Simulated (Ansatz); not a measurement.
# BCl2 (quartet): wave-function methods side by side at a displaced geometry (v1), cc-pVDZ

Aim: climb from Hartree-Fock through coupled cluster and multireference methods for BCl2 (quartet) at one geometry and basis, and see what each rung misses.

Computed with Ansatz 0.2.0, Gaussian basis. Level: cc-pVDZ, core rule «outside noble gas», up to 11 orbitals frozen.

Plan: UHF; CCSD(T) on ROHF; CCSD(T) on UHF; BCCD(T) on ROHF; CISD as a restricted active space (open shells left free, so some higher excitations enter); CCSDT(Q) on ROHF; CCSDT(Q) on UHF; CASSCF and MRCISD+Q, 13 electrons in 10 orbitals; CASSCF and NEVPT4(SD), 13 electrons in 10 orbitals; CASSCF and NEVPT2, 13 electrons in 10 orbitals.

20 further runs of the same task are left out: 9 that didn't finish, 11 set aside as unsound or not needed. Runs told in other sessions of the task aren't counted.

## Step 1: The system

The geometry is a PBE0/def2-TZVP stationary point (not a proven minimum) with its atoms shifted at random (size 0.040 Å).

3 atoms, charge 0, spin multiplicity 4.

Atoms are counted from 1 here; the program's logs count them from 0.

Bond lengths: B1–Cl2 1.834 Å, B1–Cl3 1.832 Å. Angles: Cl2–B1–Cl3 88.2°.

Geometry (Å):

```xyz
3
BCl2
B    -0.0201   -1.1418    0.0282
Cl   -0.0209    0.1444   -1.2785
Cl    0.0270    0.2037    1.2699
```

## Step 2: UHF

in.yaml

```yaml
crystal:
  periodic: [false, false, false]
  atoms:
    - {symbol: B, position_ang: [-0.020086, -1.141779, 0.028165]}
    - {symbol: Cl, position_ang: [-0.020919, 0.144431, -1.278527]}
    - {symbol: Cl, position_ang: [0.027045, 0.203741, 1.269938]}
basis:
  gaussian: {orbitals: cc-pVDZ}
magnetization: {spin_polarized: true, initial_magnetization: 3}
hamiltonian: {xc: hf}
output: {orbitals: {seedname: orbitals}}
```

Run with:

```bash
ansatz run in.yaml --threads 1 --pin off --events-out ev --progress --plain --max-ram 2393MiB
```

The runs that follow: CCSD(T) on ROHF; CCSD(T) on UHF; BCCD(T) on ROHF; CISD as a restricted active space (open shells left free, so some higher excitations enter); CCSDT(Q) on ROHF; CCSDT(Q) on UHF; CASSCF and MRCISD+Q, 13 electrons in 10 orbitals; CASSCF and NEVPT4(SD), 13 electrons in 10 orbitals; CASSCF and NEVPT2, 13 electrons in 10 orbitals.

**Question.** What will the summary of the whole plan be? Wanted: UCCSDT(Q) from the RHF energy; RMP2 from UCCSDT(Q); UMP2 from UCCSDT(Q); RCCSD from UCCSDT(Q); RCCSD(T) from UCCSDT(Q); UCCSD(T) from UCCSDT(Q); RCCSDT(Q) from UCCSDT(Q); NEVPT2 valence from UCCSDT(Q); NEVPT4(SD) valence from UCCSDT(Q).

As calculated:

| quantity | value |
| --- | --- |
| UCCSDT(Q) from the ROHF energy | -9.9480 eV |
| RMP2 from UCCSDT(Q) | +1066.5 meV |
| UMP2 from UCCSDT(Q) | +1147.1 meV |
| RCCSD from UCCSDT(Q) | +326.6 meV |
| RCCSD(T) from UCCSDT(Q) | +53.4 meV |
| UCCSD(T) from UCCSDT(Q) | +53.9 meV |
| RCCSDT(Q) from UCCSDT(Q) | +1.3 meV |
| NEVPT2 valence from UCCSDT(Q) | +1466.7 meV |
| NEVPT4(SD) valence from UCCSDT(Q) | +123.6 meV |
| MRCISD+Q valence from UCCSDT(Q) | +109.0 meV |
| levels within 1 kcal/mol (43 meV) | RCCSDT, UCCSDT, RCCSDT(Q) |
| T1 diagnostic | 0.017 |
| effectively unpaired electrons | 3.01 |

**Reading.** RCCSD(T) lands +53.4 meV from the yardstick (0.5 % of the correlation energy). One determinant dominates. Of the multireference levels listed MRCISD+Q valence comes nearest in total energy (+109.0 meV), which doesn't show that its space is the better one. These misses are within one basis, not against nature; the frozen cores of restricted and unrestricted runs differ, which can shift their rows.

With open shells the CI space here admits some higher excitations, so it is larger than plain CISD.
